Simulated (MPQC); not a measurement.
# BH2O (SMILES B[O]), run twice

Wanted: a structure relaxation of BH2O, UHF/DZP (Dunning) (hessian update BFGS).

Program for the calculation: MPQC 2.3.1.

2 further runs of the same task are left out: 1 that didn't finish, 1 set aside as unsound or not needed.

## (1) The molecule

BH2O has 4 atoms, charge 0, and is taken as a doublet. As SMILES, `B[O]`. The shape is that of a PBE0-D4/def2-TZVP optimisation. The run starts from this shape.

Bond lengths: B1–O2 1.281 Å, B1–H3 1.211 Å, B1–H4 1.211 Å. Angles: O2–B1–H3 119.9°, O2–B1–H4 119.9°, H3–B1–H4 120.2°.

## (2) First attempt

Contents of run.in:

```
% BH2O
molecule<Molecule>: (
    symmetry = c1
    unit = angstrom
    { atoms geometry } = {
        B  [ -0.001100 -0.010300 -0.015100 ]
        O  [ 1.025300 -0.340800 0.676900 ]
        H  [ -1.052600 -0.587700 0.151600 ]
        H  [ -0.001100 -0.010300 0.034900 ]
    }
)
basis<GaussianBasisSet>: (
    name = "DZP (Dunning)"
    molecule = $:molecule
)
mpqc: (
    checkpoint = no
    savestate = no
    restart = no
    do_energy = yes
    do_gradient = no
    optimize = yes
    coor<SymmMolecularCoor>: (
        molecule = $:molecule
        generator<IntCoorGen>: ( molecule = $:molecule )
    )
    mole<UHF>: (
        molecule = $:molecule
        basis = $:basis
        total_charge = 0
        multiplicity = 2
        memory = 1000000000
        print_evals = yes
        print_npa = yes
        maxiter = 54
        guess_wavefunction<ExtendedHuckelWfn>: (
            molecule = $:molecule
            total_charge = 0
            multiplicity = 2
            basis<GaussianBasisSet>: (
                name = "STO-3G"
                molecule = $:molecule
            )
        )
        coor = $..:coor
    )
    opt<QNewtonOpt>: (
        function = $..:mole
        max_iterations = 40
        update<BFGSUpdate>: ()
        convergence<MolEnergyConvergence>: (
            cartesian = yes
            energy = $..:..:mole
        )
    )
)
```

Run with:

```bash
$ mpqc run.in > run.out
```

Standard output:

```text
MPQC: Massively Parallel Quantum Chemistry
                                   Version 2.3.1

  Using IntegralV3 by default for molecular integrals evaluation

  IntCoorGen: generated 9 coordinates.
  Forming optimization coordinates:
    SymmMolecularCoor::form_variable_coordinates()
      expected 6 coordinates
      found 6 variable coordinates
      found 0 constant coordinates

  USCF::init: total charge = 0

  alpha = [ 8 ]
  beta  = [ 7 ]

  Molecular formula H2BO

  The following keywords in "run.in" were ignored:
    mpqc:mole:guess_wavefunction:multiplicity

  MPQC options:
    matrixkit     = <ReplSCMatrixKit>
    restart       = no
    checkpoint    = no
    savestate     = no
    do_energy     = yes
    do_gradient   = no
    optimize      = yes
    write_pdb     = no
    print_mole    = yes
    print_timings = yes

  SCF::compute: energy accuracy = 1.0000000e-06

  nuclear repulsion energy =   77.3977548276

  Projecting guess wavefunction into the present basis set
      Using symmetric orthogonalization.
      n(basis):            12
      Maximum orthogonalization residual = 2.67539
      Minimum orthogonalization residual = 0.017698
      docc = [ 7]
      socc = [ 1]

      Projecting the guess density.

        The number of electrons in the guess density = 15
        Using symmetric orthogonalization.
        n(basis):            42
        Maximum orthogonalization residual = 6.75364
        Minimum orthogonalization residual = 0.000392687
        The number of electrons in the projected density = 14.952

      Projecting the guess density.

        The number of electrons in the guess density = 15
        The number of electrons in the projected density = 14.952

  Beginning iterations.  Basis is DZP (Dunning).
  iter     1 energy =  -45.9823297266 delta = 1.14986e-01
  iter     2 energy =  -56.8181635206 delta = 8.98915e-01
  iter     3 energy =  -58.8053105021 delta = 5.82818e-01
  iter     4 energy =  -58.9060257918 delta = 8.26522e-02
  iter     5 energy =  -58.9243193501 delta = 2.06821e-02
  iter     6 energy =  -58.9338088352 delta = 4.63067e-03
  iter     7 energy =  -58.9372185641 delta = 2.98711e-03
  iter     8 energy =  -58.9393923879 delta = 2.02162e-03
  iter     9 energy =  -58.9417424195 delta = 2.12318e-03
  iter    10 energy =  -58.9419315429 delta = 2.94300e-04
  [... 34 further iterations ...]
  iter    45 energy =  -58.9312104451 delta = 1.68637e-03
  iter    46 energy =  -58.9315555585 delta = 1.47746e-03
  iter    47 energy =  -58.9307491478 delta = 2.03338e-03
  iter    48 energy =  -58.9312181154 delta = 5.60527e-04
  iter    49 energy =  -58.9317151939 delta = 2.33295e-03
  iter    50 energy =  -58.9319279797 delta = 8.64468e-04
  iter    51 energy =  -58.9324711949 delta = 4.72259e-04
  iter    52 energy =  -58.9322401024 delta = 8.93695e-04
  iter    53 energy =  -58.9315973904 delta = 3.03110e-04
  iter    54 energy =  -58.9320377805 delta = 2.89469e-04

  <S^2>exact = 0.750000
  <S^2>      = 0.800592

  total scf energy =  -58.9320377805

  SCF::compute: gradient accuracy = 1.0000000e-04

  Total Gradient:
       1   B   0.0153663266   0.1052274510  541.0908754621
       2   O   0.0850894965  -0.0574933925   0.0821819333
       3   H  -0.0368300513  -0.0497247997   0.0325406231
       4   H  -0.0636257718   0.0019907412 -541.2055980185
ERROR: SC EXCEPTION RAISED:
terminate called after throwing an instance of 'sc::ToleranceExceeded'
```

Run time: 2.6 s. Hardware: 1 thread of Arm Neoverse V2, shared host.

## (3) Reading the log

No converged result was reached.

Cause: two atoms lie on top of or far too near each other. As the program read them, the closest atoms are 0.05 Å apart, against 1.21 Å in the sound input.

## (4) Try two

Contents of job.in:

```
% emacs should use -*- KeyVal -*- mode
molecule<Molecule>: (
   symmetry = c1
   unit = angstrom
   { atoms geometry } = {
      B  [ -0.001100      -0.010300      -0.015100 ]
      O  [ 1.025300      -0.340800       0.676900 ]
      H  [ -1.052600      -0.587700       0.151600 ]
      H  [ 0.083900       0.878500      -0.833600 ]
   }
)
basis<GaussianBasisSet>: (
   name = "DZP (Dunning)"
   molecule = $:molecule
)
mpqc: (
   checkpoint = no
   savestate = no
   restart = no
   do_energy = yes
   do_gradient = no
   optimize = yes
   coor<SymmMolecularCoor>: (
      molecule = $:molecule
      generator<IntCoorGen>: ( molecule = $:molecule )
   )
   mole<UHF>: (
      molecule = $:molecule
      basis = $:basis
      total_charge = 0
      multiplicity = 2
      memory = 1000000000
      print_evals = yes
      print_npa = yes
      maxiter = 100
      guess_wavefunction<ExtendedHuckelWfn>: (
         molecule = $:molecule
         total_charge = 0
         multiplicity = 2
         basis<GaussianBasisSet>: (
            name = "STO-3G"
            molecule = $:molecule
         )
      )
      coor = $..:coor
   )
   opt<QNewtonOpt>: (
      function = $..:mole
      max_iterations = 40
      update<BFGSUpdate>: ()
      convergence<MolEnergyConvergence>: (
         cartesian = yes
         energy = $..:..:mole
      )
   )
)
```

Run with:

```bash
$ mpqc job.in > job.out
```

Standard output:

```text
MPQC: Massively Parallel Quantum Chemistry
[...]
  USCF::init: total charge = 0
[...]
  iter     1 energy =  -92.5435504867 delta = 1.03937e-01
[...]
    symmetry = c1
[...]
  <S^2>      = 0.764676
  total scf energy = -100.7241684834
[...]
  Total Gradient:
       1   B  -0.0000021118   0.0000003397  -0.0000006646
       2   O   0.0000016178  -0.0000002831   0.0000007366
       3   H  -0.0000025023  -0.0000033906   0.0000021617
       4   H   0.0000029963   0.0000033339  -0.0000022337
  Max Gradient     :   0.0000033906   0.0001000000  yes
  Max Displacement :   0.0000306574   0.0001000000  yes
  Gradient*Displace:   0.0000000003   0.0001000000  yes
[...]
  Value of the MolecularEnergy: -100.7241684834
[...]
      nbasis = 42
[...]
    nalpha = 8
    nbeta = 7
[...]
```

Run time: 4.8 s. Hardware: 1 thread of Arm Neoverse V2, shared host.

The path in brief:

```
step  energy from the first frame kept (eV)  largest force (eV/Å)
   0                                 0.0000                3.1912
   1                                -0.0578                1.4466
   2                                -0.0744                0.2430
   3                                -0.0762                0.0823
   4                                -0.0770                0.1012
   5                                -0.0772                0.0412
   6                                -0.0772                0.0045
   7                                -0.0772                0.0003
```

After the run. Bond lengths: B1–O2 1.332 Å, B1–H3 1.190 Å, B1–H4 1.190 Å. Angles: O2–B1–H3 117.5°, O2–B1–H4 117.5°, H3–B1–H4 125.0°.

## (5) Outcome

At UHF/DZP (Dunning) (hessian update BFGS):

```
               quantity          value
total energy at the end  -100.72417 Eh
                   ⟨S²⟩          0.765
```

What this shows: The optimisation took 7 steps and changed the energy by -0.077 eV.
